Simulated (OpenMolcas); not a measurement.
# Potential curves of PH: spin-free states

Computed with OpenMolcas 26.06: state-averaged CASSCF(6,5) over P 3s 3p, H 1s, XMS-CASPT2 (IPEA 0.25, imaginary shift 0.2 hartree), scalar X2C, ANO-RCC-VTZP, then RASSI spin–orbit state interaction with atomic mean-field integrals. C2 symmetry about the axis (a holds Σ, Δ, Γ; b holds Π, Φ, H; Σ⁺ and Σ⁻ are not told apart); roots by multiplicity and irrep: 3a 4, 1a 3, 3b 4, 1b 4, 5a 1.

XMS-CASPT2 energies in eV from the lowest point. Curves are followed by energy order within each symmetry, so they are adiabatic and may change character at avoided crossings; Σ⁺ and Σ⁻ are counted together.

```
R (Å)  (1)3Σ  (1)1Δ  (1)5Σ  (1)3Π  (1)3Δ  (2)3Σ  (2)3Π  (2)1Π
1.377  0.015  1.138  7.230  3.642  9.131  8.964  6.325  6.613
1.442  0.000  1.128  6.876  3.598  8.637  8.514  6.103  6.422
1.514  0.072  1.190  6.329  3.630  8.158  8.009  5.876  6.259
1.586  0.209  1.306  5.899  3.714  7.723  7.539  5.669  6.091
1.687  0.469  1.565  5.395  3.877  7.170  6.953  5.490  5.958
1.817  0.860  1.964  4.852  4.080  6.566  6.324  5.360  5.800
2.019  1.478  2.573  4.209  4.347  5.854  5.604  5.310  5.665
2.307  2.209  3.357  3.631  4.528  5.231  5.010  5.388  5.584
2.740  2.823  4.090  3.231  4.586  4.813  4.704  5.459  5.517
3.317  3.071  4.477  3.074  4.600  4.643  4.674  5.484  5.481
```

Left out for impure symmetry, kinks or missing points, though low: (1)1Σ, (1)1Π. Only roots inside an energy window near the equilibrium distance were included, so the list of states is not complete; labels number the states computed. Each spin and symmetry block has orbitals of its own, averaged over its own roots, so gaps between blocks are less sure than gaps within one and near the minimum can be off by tenths of an eV, in bad cases by more. No Rydberg orbitals are active, so Rydberg states, and σ→σ* states whose orbital the CASSCF left unused, can be missing between those listed. At stretched bonds a block can hold a wrong CASSCF solution and miss its lowest state; points past a visible jump are left out. No roots were computed in block 5b (none fell in the window or the block failed), so states of that kind are missing and can lie low or lowest. Points that failed a check (symmetry, reference weights, a jump) are left out.
